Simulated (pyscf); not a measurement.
PySCF, gas phase, ωB97X-D3(BJ)/def2-SVP geometries.

**Question.** Estimate the classical barrier height and the reaction energy of HS–GeH₃ + H₂ → H₂S + GeH₄ at PBE0-D3(BJ)/def2-TZVP. The step runs on the singlet surface, breaks Ge–S, H–H and forms H–S, Ge–H; take the separated reactants as zero.

**Answer.** ΔE‡ = 54.5 kcal/mol, ΔE = +5.8 kcal/mol. ωB97M-D3(BJ)/def2-TZVP gives 59.5 kcal/mol and +4.4 kcal/mol. Zero-point energy shifts the barrier by +1.3 kcal/mol. It is a four-centre exchange, with an imaginary mode of 1605i cm⁻¹. One saddle was located; it need not be the lowest between these sides. Elements up to Kr have no core potential and no relativistic terms here.
